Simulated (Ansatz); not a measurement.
This script drives Ansatz's Python interface.

Input file `c2h2f2n.xyz`:
```text
7

C     1.15230   -0.32900    0.24360
N    -0.09230   -0.61660    0.10920
C    -1.01130    0.29510   -0.52330
F    -1.19490    1.40870    0.27670
F    -2.22590   -0.33550   -0.71260
H     1.81810   -1.03680    0.72460
H     1.55390    0.61410   -0.11820
```

The script, `run_freq.py`:
```python
'''Harmonic frequencies of C2H2F2N at its relaxed geometry.'''

import warnings

import ansatz as az
import numpy as np

warnings.simplefilter('ignore', az.DeckWarning)

geometry = az.Crystal.molecule_from_extxyz('c2h2f2n.xyz')

base = (
    geometry.calculation()
    .basis(gaussian='cc-pVDZ')  # atom-centred Gaussian functions
    .functional('pbe0', dispersion='d4')  # exchange and correlation
    .spin('collinear', total=1)
)
symbols = [site.symbol for site in geometry.cartesian_sites]
start = np.array([site.position_ang for site in geometry.cartesian_sites], dtype=float)
r = base.relax(force_tolerance=0.003).run(threads=1, backend='cpu').report
end = np.array(r['positions_ang'])

print('bond        before    after (A)')
for i, j in [(0, 1), (0, 5), (0, 6), (1, 2), (2, 3), (2, 4)]:
    d0, d1 = (np.linalg.norm(xyz[i] - xyz[j]) for xyz in (start, end))
    print(f'{symbols[i]}{i}-{symbols[j]}{j}'.ljust(10), f'{d0:8.4f} {d1:8.4f}')

# frequencies need a stationary point, so they are taken at the relaxed geometry
minimum = az.Crystal.molecule()
for symbol, xyz in zip(symbols, end):
    minimum = minimum.atom(symbol, xyz.tolist())
vibrating = minimum.calculation()
vibrating = vibrating.basis(gaussian='cc-pVDZ').functional('pbe0', dispersion='d4')
vibrating = vibrating.spin('collinear', total=1).phonons(temperatures=(200, 600, 100))
vib = vibrating.run(threads=1, backend='cpu').report['vibrations']
sums = vib['harmonic_sums']
modes = [m['omega_inv_cm'] for m in sums['modes_at_gamma'] if m['rigid_motion'] == 'no']
print('frequencies (1/cm):', ' '.join(f'{w:.0f}' for w in modes))
print('imaginary modes:', sum(w < 0 for w in modes), ' zero-point energy:', round(sums['zero_point_energy_ev'], 4), 'eV')
print('T (K)   F_vib (eV)   S_vib (meV/K)   C_vib (meV/K)')
for row in zip(sums['temperatures_k'], sums['vibrational_free_energy_ev'], vib['entropy_ev_per_k'], vib['heat_capacity_ev_per_k']):
    print(f'{row[0]:6.1f} {row[1]:11.4f} {1000 * row[2]:13.4f} {1000 * row[3]:15.4f}')
```

It is started by `python run_freq.py`. Estimate its wall time and peak memory on 1 thread of Arm Neoverse V1, on a shared host.

It took about 3 min, with a peak of 0.28 GiB, for 2 runs of the engine.

Output of `python run_freq.py`:
```text
bond        before    after (A)
C0-N1        1.2844   1.3454
C0-H5        1.0843   1.0899
C0-H6        1.0870   1.0959
N1-C2        1.4408   1.2686
C2-F3        1.3834   1.3236
C2-F4        1.3816   1.3091
frequencies (1/cm): 228 258 389 534 565 624 687 901 1168 1270 1355 1481 1688 3138 3279
imaginary modes: 0  zero-point energy: 1.0889 eV
T (K)   F_vib (eV)   S_vib (meV/K)   C_vib (meV/K)
 200.0      1.0801        0.1450          0.2784
 300.0      1.0584        0.2913          0.4491
 400.0      1.0218        0.4402          0.5879
 500.0      0.9705        0.5838          0.6990
 600.0      0.9053        0.7194          0.7872
```

These settings explore the input space; basis and method may be short of convergence. The frequencies are harmonic and unscaled, in a modest basis. The result belongs to the one conformer reached from this start, and soft torsions count as harmonic oscillators. The species is open-shell (spin multiplicity 2).

(Lines on the test bed's own set-up are left out of the output.)
